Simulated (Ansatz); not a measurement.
Rock-salt ZrC

The numbers are results of r²SCAN+rVV10 (Ansatz, an electronic-structure program, PAW), not measurements.

Run with plane-wave cutoff 600 eV, 24×24×24 k mesh, Fermi–Dirac smearing 0.062 eV (set by the program), scalar-relativistic PAW data made under PBE.

Cell: relaxed at this level.

| Quantity | Value |
|---|---|
| elastic constant C11 | 483 GPa |
| elastic constant C12 | 109 GPa |
| elastic constant C44 | 166 GPa |
| Voigt–Reuss–Hill bulk modulus | 233 GPa |
| Voigt–Reuss–Hill shear modulus (Hill average) | 174 GPa |
| Young modulus | 418 GPa |
| Poisson ratio | 0.201 |

Measured, for comparison: elastic constant C11 470 GPa, elastic constant C12 100 GPa, elastic constant C44 160 GPa (temperature not stated, not corrected to a static lattice; as tabulated in Wu et al. (2005), arXiv:cond-mat/0412374). Computed (rounded) less measured: elastic constant C11 +3 %, elastic constant C12 +9 %, elastic constant C44 +4 %. A static lattice is as a rule a little smaller and stiffer than an uncorrected measurement, which narrows the difference in the elastic constant C11, elastic constant C12, elastic constant C44 and would widen misses of the other sign.

Elastic constants are with the ions relaxed.

Computing time: around 7 core-minutes (rough).
